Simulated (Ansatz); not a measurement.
`OCC(O)(F)F` and `CCC(O)(F)F` differ in one atom or group.

Ansatz, PBE0-D4/def2-TZVP geometries, multiplicity 1. Each molecule was computed in one conformer, which needn't be the lowest.

```csv
property,`OCC(O)(F)F`
size of the dipole moment (PBE/def2-TZVPP) / D,1.72
HOMO energy (PBE0/def2-TZVPP) / eV,-8.47
HOMO energy (ωB97M-V/def2-TZVPP) / eV,-10.94
HOMO energy (PBE/def2-TZVPP) / eV,-6.71
HOMO–LUMO gap (B3LYP/def2-TZVPP) / eV,8.55
HOMO–LUMO gap (PBE/def2-TZVPP) / eV,6.55
```

What does the change do to each property? (Estimate.)

Ansatz gave: 
```
                                      property  `CCC(O)(F)F`  shift
size of the dipole moment (PBE/def2-TZVPP) / D          0.71  -1.01
            HOMO energy (PBE0/def2-TZVPP) / eV         -9.70  -1.23
         HOMO energy (ωB97M-V/def2-TZVPP) / eV        -12.20  -1.26
             HOMO energy (PBE/def2-TZVPP) / eV         -7.81  -1.10
         HOMO–LUMO gap (B3LYP/def2-TZVPP) / eV         10.23   1.68
           HOMO–LUMO gap (PBE/def2-TZVPP) / eV          8.14   1.59
```

With PBE0 the HOMO falls by 1.23 eV and the LUMO rises by 0.48 eV, so the gap widens by about 1.71 eV. PBE moves the HOMO by -1.10 eV and ωB97M-V by -1.26 eV. Dipoles are sizes alone; their direction can turn.

B3LYP here is the variant with VWN-RPA as its local correlation; programs differ in this.
